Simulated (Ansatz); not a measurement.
For trigonal Te, rVV10 (PAW; Ansatz, a program for electronic structure) gives:

- lattice parameter a: 4.521 Å
- c axis length: 6.022 Å

Q: What does r²SCAN+rVV10 (PAW; Ansatz) give for the same quantities?

A: 
- lattice constant a: 4.470 Å (shrinks by 1.1 %)
- lattice parameter c: 5.947 Å (falls by 1.2 %)

For comparison: lattice constant a 4.456 Å (measured, 293 K, no zero-point or thermal correction; as tabulated in Wikipedia's data pages); lattice parameter c 5.928 Å (measured, 293 K, not corrected to a static lattice; as tabulated in Wikipedia's data pages).

Changes are worked out from the printed values.

Unless a cell is named, each level is at its own relaxed cell (rVV10 35.54, r²SCAN+rVV10 34.31 Å³/atom).

Ansatz's density-functional and Hartree–Fock values are scalar-relativistic unless marked +SOC, with PAW data made under PBE.
